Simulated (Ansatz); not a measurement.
# AlPN+ (triplet): the correlation ladder, cc-pVDZ

The task here is to estimate one member of a computed series from the others.

Program: Ansatz 0.2.0, Gaussian basis. Level of theory: cc-pVDZ, core rule «outside noble gas», up to 11 orbitals frozen. These are calculated values, not measurements.

To be run: UHF; CCSD(T) on ROHF; CCSD(T) on UHF; BCCD(T) on ROHF; CISD; CCSDT(Q) on ROHF; CCSDT(Q) on UHF.

31 further runs of the same task are left out: 10 for a known fault of the program, 8 that didn't finish, 13 set aside as unsound or not needed.

## What is computed

The geometry is a PBE0/def2-TZVP stationary point (not a proven minimum) of the parent state, kept for this charge and spin.

3 atoms, charge 1, spin multiplicity 3.

Atoms are counted from 1 here; the program's logs count them from 0.

Bond lengths: Al1–N3 1.822 Å, P2–N3 1.528 Å. Angles: Al1–N3–P2 180.0°.

The first run:

File in.yaml:

```yaml
crystal:
  periodic: [false, false, false]
  atoms:
    - {symbol: Al, position_ang: [0.000000, 0.000000, 1.723793]}
    - {symbol: P, position_ang: [0.000000, 0.000000, -1.626028]}
    - {symbol: N, position_ang: [0.000000, 0.000000, -0.097765]}
basis:
  gaussian: {orbitals: cc-pVDZ}
total_charge: 1
magnetization: {spin_polarized: true, initial_magnetization: 2}
hamiltonian: {xc: hf}
output: {orbitals: {seedname: orbitals}}
```

Launch:

```sh
$ ansatz run in.yaml --threads 1 --pin off --events-out ev --progress --plain --max-ram 2393MiB
```

Among the steps run: UHF; CCSD(T) on ROHF; CCSD(T) on UHF; BCCD(T) on ROHF; CISD; CCSDT(Q) on ROHF; CCSDT(Q) on UHF.

One table of the session follows, with a row left open; its other results are not shown here.

| method | from RCCSDT(Q) (meV) |
| --- | --- |
| ROHF | +8734.3 |
| UHF | +8574.7 |
| RMP2 | +970.3 |
| UMP2 | +969.7 |
| CISD | +1320.5 |
| RCCSD | +500.9 |
| UCCSD | +492.1 |
| RCCSD(T) | +78.3 |
| UCCSD(T) | ? |
| BCCD(T) | +76.5 |
| RCCSDT | +50.5 |
| UCCSDT | +49.1 |
| RCCSDT(Q) | 0 |
| UCCSDT(Q) | -8.6 |

**Question.** Estimate the row for UCCSD(T).

As computed: from RCCSDT(Q) (meV): +80.7. In the column «from RCCSDT(Q) (meV)» it lies between RCCSD(T) (+78.3) and UCCSD (+492.1).

To keep in mind: Restricted and unrestricted rows rest on different reference determinants; where their highest levels disagree by more than a few hundredths of an eV, they describe different states and don't form one ladder.
